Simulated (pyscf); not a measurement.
PySCF, gas phase, ωB97X-D3(BJ)/def2-SVP geometries.

Problem. PBE/def2-TZVP puts the barrier of HO–PH–OH + water (H₂O) → HO–P(OH)–OH + hydrogen (H₂) (four-centre exchange; singlet surface; H–P, H–O broken, O–P, H–H formed) at 176.7 kJ/mol and the reaction energy at -53.5 kJ/mol, from the separated reactants. What do r²SCAN/def2-TZVP, B3LYP-D3(BJ)/def2-TZVP, ωB97M-D3(BJ)/def2-TZVP give on the same structures?

Solution. r²SCAN: ΔE‡ = 187.6 kJ/mol, ΔE = -62.3 kJ/mol; B3LYP-D3(BJ): ΔE‡ = 201.8 kJ/mol, ΔE = -56.6 kJ/mol; ωB97M-D3(BJ): ΔE‡ = 201.1 kJ/mol, ΔE = -58.6 kJ/mol. PBE's barrier lies under all of them, by 10.9 to 25.1 kJ/mol. Its reaction energy lies over all of them, by 3.1 to 8.8 kJ/mol. Low barriers are usual for a GGA, whose delocalisation error favours stretched bonds. On the reactant side the descent ends in a complex (not fully relaxed), 17.2 kJ/mol under the separated species and 228.6 kJ/mol under the saddle at ωB97X-D3(BJ)/def2-TZVP. At ωB97X-D3(BJ)/def2-TZVP the barrier from the zero used here is 211.4 kJ/mol. This is the saddle that the search found; another between the same sides may lie lower.
